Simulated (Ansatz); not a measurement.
# H3OSSi, SMILES O[SiH2][S]: a composite energy at a relaxed geometry

Program: the Python package of Ansatz (0.2.0).

Contents of `h3ossi.xyz`:
```text
6

O    -0.34080   -1.31010   -0.14680
Si    0.37190    0.16640    0.15990
S    -1.05480    1.63770   -0.46820
H    -1.19700   -1.11900   -0.54420
H     1.61890    0.26040   -0.65770
H     0.64390    0.30070    1.61070
```

Notebook, run cell by cell (the value of a cell's last expression is shown):

**Cell 1**
```python
import itertools

import ansatz as az
from ase.data import atomic_numbers, covalent_radii
import numpy as np
```

**Cell 2**
```python
mol = az.Crystal.molecule_from_extxyz("h3ossi.xyz")
```

**Cell 3**
```python
calc = mol.calculation()
calc = calc.basis(gaussian="def2-SVP")
calc = calc.functional("r2scan")
calc = calc.spin("collinear", total=1)
symbols = [site.symbol for site in mol.cartesian_sites]
start = np.array([site.position_ang for site in mol.cartesian_sites], dtype=float)
data = calc.relax(force_tolerance=0.01, max_steps=100).run().report
end = np.array(data["positions_ang"])
# pairs closer than 1.2 times the sum of covalent radii, before or after
radius = [covalent_radii[atomic_numbers[s]] for s in symbols]
span = lambda where, i, j: np.linalg.norm(where[i] - where[j])
bonded = [(i, j) for i, j in itertools.combinations(range(len(symbols)), 2) if min(span(start, i, j), span(end, i, j)) < 1.2 * (radius[i] + radius[j])]
print("pair        before    after (A)")
for i, j in bonded:
    print(f"{symbols[i]}{i}-{symbols[j]}{j}".ljust(10), f"{span(start, i, j):8.4f} {span(end, i, j):8.4f}")
```
Output:
```text
pair        before    after (A)
O0-Si1       1.6680   1.6608
O0-H3        0.9631   0.9651
Si1-S2       2.1435   2.1242
Si1-H4       1.4941   1.5009
Si1-H5       1.4822   1.4851
```

**Cell 4**
```python
minimum = az.Crystal.molecule()
for symbol, place in zip(symbols, end):
    minimum = minimum.atom(symbol, place.tolist())
at_minimum = minimum.calculation().spin("collinear", total=1)
# MP2 extrapolated to the basis limit, plus the small-basis difference CCSD(T) - MP2
level = lambda method, basis: at_minimum.basis(gaussian=basis).correlation(method).run().report
small, large, cluster = level("mp2", "cc-pVDZ"), level("mp2", "cc-pVTZ"), level("ccsd_t", "cc-pVDZ")
corr = lambda each: (each["free_energy_ev"] - each["reference_energy_ev"]) / 27.211386246
mp2_limit = (27 * corr(large) - 8 * corr(small)) / 19
pieces = {"HF / cc-pVTZ": large["reference_energy_ev"] / 27.211386246, "MP2 correlation, DZ-TZ limit": mp2_limit, "CCSD(T) - MP2 / cc-pVDZ": corr(cluster) - corr(small)}
for name, value in pieces.items():
    print(f"{name:32s} {value:14.6f} Ha")
print(f"{'sum':32s} {sum(pieces.values()):14.6f} Ha")
print("T1 diagnostic", round(cluster["correlation"]["coupled_cluster"]["t1_diagnostic"], 4))
```
Output:
```text
HF / cc-pVTZ                        -763.189683 Ha
MP2 correlation, DZ-TZ limit          -0.556023 Ha
CCSD(T) - MP2 / cc-pVDZ               -0.047120 Ha
sum                                 -763.792825 Ha
T1 diagnostic 0.0139
```

Notes:
- Total energies depend on the basis set; only differences at equal settings carry meaning.
- The sum leaves out core correlation, relativity, the Hartree-Fock basis error and zero-point energy; a DZ-TZ extrapolation is rough.
- The run takes the species as open-shell (spin multiplicity 2), which needn't be its ground state.
- Inner cores stay frozen, so this is valence correlation.
- For Al to Cl the sets with a tight d function, cc-pV(X+d)Z, are usual.
- An extrapolation from small basis sets is rough.
- Hardware and time: 2.6 min on 1 thread of Arm Neoverse V1, with other jobs on the host, peak memory 0.36 GiB.
